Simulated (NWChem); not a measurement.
## Correlation energy of fluorine (F$_{2}$)

SMILES: FF
```xyz
2

F      0.0000     0.0000     0.6882
F      0.0000     0.0000    -0.6882
```
Charge 0, spin multiplicity 1.

The numbers come from NWChem runs, not from measurements. All single points use one geometry, from PBE0/def2-SVP, a minimum by its harmonic frequencies.

Basis set: cc-pVQZ. Each correlation energy counts from its own Hartree-Fock reference.

```csv
method,correlation energy (mHa),difference from CCSD(T)
RI-MP2,-565.4,+20.4
MP2,-565.4,+20.4
SCS-MP2,-558.5,+27.4
CR-CCSD[T],-583.2,+2.7
CR-CCSD(T),-582.5,+3.4
CCSD,-565.9,+19.9
CCSD+T(CCSD),-586.6,-0.7
CCSD(T),-585.9,0.0
```

The values span 28.2 mHa, from CCSD+T(CCSD) (lowest) to SCS-MP2 (highest). 

The correlated methods keep 2 core orbitals frozen. Differences from the coupled-cluster row are differences between methods, not errors against experiment.
